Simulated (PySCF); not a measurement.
Gas-phase thermal properties of F₂

Computed with PySCF (xtb for GFN2) and rigid-rotor harmonic-oscillator thermochemistry at 1 bar. Table values come from the NASA 1993 polynomials. 6-31G* has spherical d functions here. All species are closed-shell singlets. B3LYP is the form with VWN-RPA correlation. The harmonic model lacks anharmonicity and excited electronic states, which grow with temperature; levels with a mode under 35 cm⁻¹ are left out.

```json
[
 {"level": "table", "point group": "-", "σ": "-", "ZPE (kJ/mol)": "-", "S°298 (J/mol/K)": "202.8", "Cp298 (J/mol/K)": "31.3", "S°1000 (J/mol/K)": "244.5", "H1000 − H298 (kJ/mol)": "24.6"},
 {"level": "B3LYP/6-31G*", "point group": "D∞h", "σ": "2", "ZPE (kJ/mol)": "6.3", "S°298 (J/mol/K)": "202.3", "Cp298 (J/mol/K)": "30.4", "S°1000 (J/mol/K)": "242.8", "H1000 − H298 (kJ/mol)": "23.9"},
 {"level": "GFN2-xTB", "point group": "D∞h", "σ": "2", "ZPE (kJ/mol)": "4.2", "S°298 (J/mol/K)": "203.2", "Cp298 (J/mol/K)": "32.5", "S°1000 (J/mol/K)": "245.8", "H1000 − H298 (kJ/mol)": "24.9"},
 {"level": "HF/6-31G*", "point group": "D∞h", "σ": "2", "ZPE (kJ/mol)": "7.4", "S°298 (J/mol/K)": "201.5", "Cp298 (J/mol/K)": "29.9", "S°1000 (J/mol/K)": "241.1", "H1000 − H298 (kJ/mol)": "23.4"},
 {"level": "PBE/def2-SVP", "point group": "D∞h", "σ": "2", "ZPE (kJ/mol)": "5.9", "S°298 (J/mol/K)": "202.5", "Cp298 (J/mol/K)": "30.7", "S°1000 (J/mol/K)": "243.3", "H1000 − H298 (kJ/mol)": "24.1"},
 {"level": "PBE0/def2-TZVP", "point group": "D∞h", "σ": "2", "ZPE (kJ/mol)": "6.6", "S°298 (J/mol/K)": "201.9", "Cp298 (J/mol/K)": "30.3", "S°1000 (J/mol/K)": "242.2", "H1000 − H298 (kJ/mol)": "23.8"}
]
```
σ: rotational symmetry number. Electronic degeneracy used: 1. Frequencies are unscaled.
